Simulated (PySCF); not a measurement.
Phosphorus: a sound run and one with changed settings

Sound run: P [Ne] 3s2 3p3, P⁺ [Ne] 3s2 3p2. Calculation: PySCF 2.14, in aug-cc-pVDZ-DK (5s4p2d, 27 functions); the spin-free X2C one-electron Hamiltonian (Gaussian nucleus). In the sound run the correlated levels freeze [Ne]. The sound run starts from symmetry-adapted Hartree-Fock orbitals and uses a fine grid where one is needed.

Changed run: initial guess minao, at most 50 SCF cycles, level shift 2.0 hartree.

| species | method | sound run (hartree) | changed run (hartree) | converged |
| --- | --- | --- | --- | --- |
| P | UHF | -341.52431 | -341.52431 | yes |
| P | TPSS | -342.10146 | -342.10146 | yes |
| P | LDA | -340.79402 | -340.79402 | yes |
| P | MP2 | -341.59119 | -341.54551 | yes |
| P | CCSD(T) | -341.61094 | -341.61094 | yes |
| P⁺ | UHF | -341.15940 | -341.15940 | yes |
| P⁺ | TPSS | -341.71535 | -341.71535 | yes |
| P⁺ | LDA | -340.40503 | -340.40503 | yes |
| P⁺ | MP2 | -341.20966 | -341.17568 | yes |
| P⁺ | CCSD(T) | -341.23141 | -341.23141 | yes |

Ionisation energy of P:

| method | sound run (eV) | changed run (eV) |
| --- | --- | --- |
| UHF | 9.930 | 9.930 |
| TPSS | 10.507 | 10.507 |
| LDA | 10.585 | 10.585 |
| MP2 | 10.382 | 10.064 |
| SCS-MP2 | 10.225 | 10.014 |
| CCSD | 10.314 | 10.314 |
| CCSD(T) | 10.328 | 10.328 |

A level shift leaves the converged SCF energy unchanged but raises the virtual orbital energies, which shrinks MP2 if it is not removed.

For comparison, NIST gives 10.487 eV between the lowest levels.
